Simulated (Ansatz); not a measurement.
**PH, quintet in aug-cc-pVDZ: errors against full CI**

Geometry: that of the PH, triplet, kept fixed. The triplet lies 6.8 eV lower here.

```xyz
2

P     0.0000    0.0000    0.0000
H     0.0000    0.0000    1.4282
```

Basis aug-cc-pVDZ; Ansatz 0.2.0. Correlated methods freeze the noble-gas cores, which leaves 6 electrons in 31 orbitals. Prefix R: restricted or restricted open-shell reference; prefix U: unrestricted. Active spaces: valence = (6e, 5o) chosen from the atoms' valence shells.

Full CI is exact within this basis and frozen core; it isn't the basis-set limit. The frozen core follows each run's orbitals, which can shift R against U totals by a few meV.

For open shells CISD is restricted-active-space CI with the open shells as a complete middle space.

```
UHF ⟨S²⟩                          : 6.006
T1 diagnostic (RCCSD)             : 0.0337
largest doubles amplitude (RCCSD) : 0.048
T1 diagnostic (UCCSD)             : 0.0378
```

```csv
level,E − E(full CI) (meV),share of correlation (%),wall time
RHF,2609,0.00,–
UHF,2532,2.97,–
RMP2,603,76.90,–
UMP2,634,75.71,–
CISD,97,96.29,0.48 s
RCCSD,81,96.88,–
UCCSD,80,96.93,–
RCCSD(T),20,99.25,0.6 s
UCCSD(T),19,99.26,0.6 s
BCCD(T),20,99.23,0.45 s
RCCSDT,4,99.86,–
UCCSDT,3,99.87,–
RCCSDT(Q),1,99.97,1.5 s
UCCSDT(Q),1,99.98,1.5 s
CASSCF (valence space),2609,0.00,–
NEVPT2 (valence space),673,74.22,0.21 s
NEVPT4(SD) (valence space),75,97.14,0.33 s
MRCISD (valence space),162,93.79,–
MRCISD+Q (valence space),10,99.61,0.33 s
```

The correlation energy at full CI, counted from RHF, is -2.609 eV. That run took 43 s on 1 thread of AMD EPYC 9R45, shared host over 1,322,328 determinants.

Times hold each run's SCF and search for its determinant on a shared host, so for small cases they say little of a method's own cost; they ran on 1 thread of AMD EPYC 9R45.

The full-CI state has the irrep A2 of C2v, in the program's axes (one component, if the state is degenerate).

Natural occupations of full CI about the gap: 1.941 1.002 0.988 0.988 0.981 0.015 0.013 0.013 0.012 0.011; effectively unpaired electrons, Σ n²(2−n)², 4.02.
